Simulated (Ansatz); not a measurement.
What does this script print? It uses the Python package of Ansatz (0.2.0).

`c2h3n.xyz`
```text
6

C    -0.24580    0.28060   -0.20220
C     0.56360   -0.67450    0.41810
N     1.21830   -1.46150    0.90740
H     0.14400    0.58520   -1.21880
H    -1.31590   -0.05590   -0.32570
H    -0.32210    1.26210    0.37500
```

`run_relaxed_scan.py`
```python
"""One bond of C2H3N held at set lengths while the rest relaxes."""

import logging
import sys
import warnings

import ansatz
import numpy as np

logging.basicConfig(stream=sys.stdout, format="%(levelname)s %(message)s")
log = logging.getLogger("calc")
log.setLevel(logging.INFO)

SETTINGS = {
    "basis": "def2-SVP",
    "xc": "B3LYP",
    "vdw": "d3bj",
}

warnings.simplefilter("ignore", ansatz.DeckWarning)

geometry = ansatz.Crystal.molecule_from_extxyz("c2h3n.xyz")

base = (
    geometry.calculation()
    .basis(gaussian=SETTINGS["basis"])
    .functional(SETTINGS["xc"], dispersion=SETTINGS["vdw"])
)
symbols = [site.symbol for site in geometry.cartesian_sites]
pairs = [(0, 1), (0, 3), (0, 4), (0, 5), (1, 2)]
print("held (A)   E (eV)        ", "  ".join(f"{symbols[i]}{i}-{symbols[j]}{j}" for i, j in pairs))
for length in [1.04, 1.13, 1.22, 1.35, 1.52]:
    rep = base.relax(constraints=[ansatz.DistanceConstraint((0, 4), at=length)], force_tolerance=0.02, max_steps=60).run().report
    xyz = np.array(rep["positions_ang"])
    print(f"{length:6.2f} {rep['free_energy_ev']:14.5f}  ", "  ".join(f"{np.linalg.norm(xyz[i] - xyz[j]):.3f}" for i, j in pairs))
```

Running `python run_relaxed_scan.py` prints:
```text
held (A)   E (eV)         C0-C1  C0-H3  C0-H4  C0-H5  C1-N2
  1.04    -3609.78420   1.460  1.101  1.040  1.101  1.158
  1.13    -3609.83856   1.458  1.100  1.130  1.100  1.158
  1.22    -3609.66441   1.456  1.100  1.220  1.100  1.158
  1.35    -3609.20371   1.451  1.098  1.350  1.098  1.159
  1.52    -3608.47403   1.444  1.097  1.520  1.097  1.159
```

What to keep in mind:
- Total energies depend on the basis set; only differences at equal settings carry meaning.
- The energies are electronic: no zero-point or thermal terms, and the basis set is short of its limit.
- b3lyp holds the VWN-RPA fit, as in Gaussian; the form of ORCA and Turbomole is b3lyp5.
- The script silences the warnings on its input, which a real study should read.
- Finished in 58 s on 1 thread of Arm Neoverse N1, on a shared host, peak memory 0.18 GiB.
